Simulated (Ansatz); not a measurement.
The end point of a relaxation of Fe. Space group Im-3m (No. 229), bcc (W type). Computed with PBE (plane waves to 420 eV, PAW, scalar-relativistic; Ansatz, a first-principles code).

```xyz
1
Lattice="-1.4158 1.4158 1.4158 1.4158 -1.4158 1.4158 1.4158 1.4158 -1.4158" Properties=species:S:1:pos:R:3 pbc="T T T"
Fe     0.0000     0.0000     0.0000
```

Predict the magnetic moment from PBE.

Net 2.17 μB/atom, ferromagnetic.

Spin state reached: ferromagnetic (net 2.17 μB/atom), from parallel starting moments; other spin orders were not run from this start.

Measured for Fe: a 2.853 Å (static lattice; corrected from measurement; as listed in Daniel Mejia-Rodriguez, S. B. Trickey, Phys. Rev. B (2018)). Computed minus measured — a: PBE -0.8 %. The computed values are for a static lattice.

The run could not lose the symmetry of its start; a randomly shaken copy of 2 atoms returns to this structure.
